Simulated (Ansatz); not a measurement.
Reaction (SMILES): O=CO + H+ → O=C[OH2+]
B3LYP-D3(BJ)/def2-TZVP geometries, fixed; electronic energies without zero-point terms; positive where energy is released.

The proton affinity at MP2 with Ansatz (a first-principles code), in kcal/mol, split into its Hartree-Fock and correlation parts. Cores are frozen. Species with rotatable bonds are taken in one conformer. The proton sits at the site shown, which need not be the one that binds it best. No added dispersion term, no relativity. Functions are those of the species that has most.

```
basis        X  functions  Hartree-Fock     MP2
-----------  -  ---------  ------------  ------
aug-cc-pVDZ  2         96        160.79  162.94
aug-cc-pVTZ  3        207        161.83  162.54
aug-cc-pVQZ  4        378        162.11  162.33
```

Worked estimate of the basis-set limit from each neighbouring pair, with Hartree-Fock from the larger set and the correlation part extrapolated as X^-3.
Correlation parts: X = 2: 2.15, X = 3: 0.71, X = 4: 0.22.
- (2,3): (27·(0.71) - 8·(2.15))/19 = 0.10; with Hartree-Fock 161.83 the estimate is 161.93 kcal/mol.
- (3,4): (64·(0.22) - 27·(0.71))/37 = -0.14; with Hartree-Fock 162.11 the estimate is 161.97 kcal/mol.
The last two estimates differ by 0.04 kcal/mol; the largest set lies 0.36 from the last. Over the last step Hartree-Fock moves by 0.28 and the correlation part by -0.49.
